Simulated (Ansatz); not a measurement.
Worked example: HGeC, sextet against HGeC, quartet

Geometry (PBE0/def2-TZVP stationary point of a quartet), kept for both states (HGeC, quartet: A''; HGeC, sextet: A'):

```xyz
3

Ge    0.0000   -0.0306    0.2699
C     0.0000    0.0546   -1.6749
H     0.0000    1.5546    0.5098
```

Basis cc-pVDZ; Ansatz 0.2.0. Correlated methods freeze the noble-gas cores and the filled d shells of p-block atoms. R marks a restricted (for open shells ROHF) determinant, U an unrestricted one. No spin–orbit coupling is included, and no scalar relativity.

Full CI isn't at hand for all of this; UCCSDTQ serves as the reference, and is uncertain by about the last step of the cluster series.

```
   level  E(HGeC, quartet) (hartree)  E(HGeC, sextet) (hartree)
     UHF                -2113.614218               -2113.549318
    UMP2                -2113.748845               -2113.659878
UCCSD(T)                -2113.792520               -2113.693498
     PBE                -2115.079120               -2114.965162
 wB97M-V                -2115.313252               -2115.201067
 UCCSDTQ                -2113.794808               -2113.694696
```

Give the vertical gap, HGeC sextet less HGeC quartet, at each level in eV (1 hartree = 27.2114 eV), and each error against UCCSDTQ.

UCCSDTQ: (-2113.694696 − (-2113.794808)) × 27.2114 = 2.724 eV (the reference)
wB97M-V: (-2115.201067 − (-2115.313252)) × 27.2114 = 3.053 eV, error 0.329 eV
PBE: (-2114.965162 − (-2115.079120)) × 27.2114 = 3.101 eV, error 0.377 eV
UCCSD(T): (-2113.693498 − (-2113.792520)) × 27.2114 = 2.695 eV, error -0.029 eV
UMP2: (-2113.659878 − (-2113.748845)) × 27.2114 = 2.421 eV, error -0.303 eV
UHF: (-2113.549318 − (-2113.614218)) × 27.2114 = 1.766 eV, error -0.958 eV

Total energies of functionals can't be set beside those of wave-function methods, since they hold the core's correlation and their own absolute errors; only the differences compare.

In so small a basis the reference is far from its limit while semilocal and hybrid functionals are nearer theirs, so the functionals' errors here hold much of the reference's basis and frozen-core error, which can add to them or hide them.

Each level lands on the state that its own search finds. T1 diagnostics of restricted CCSD: 0.052 and 0.032.
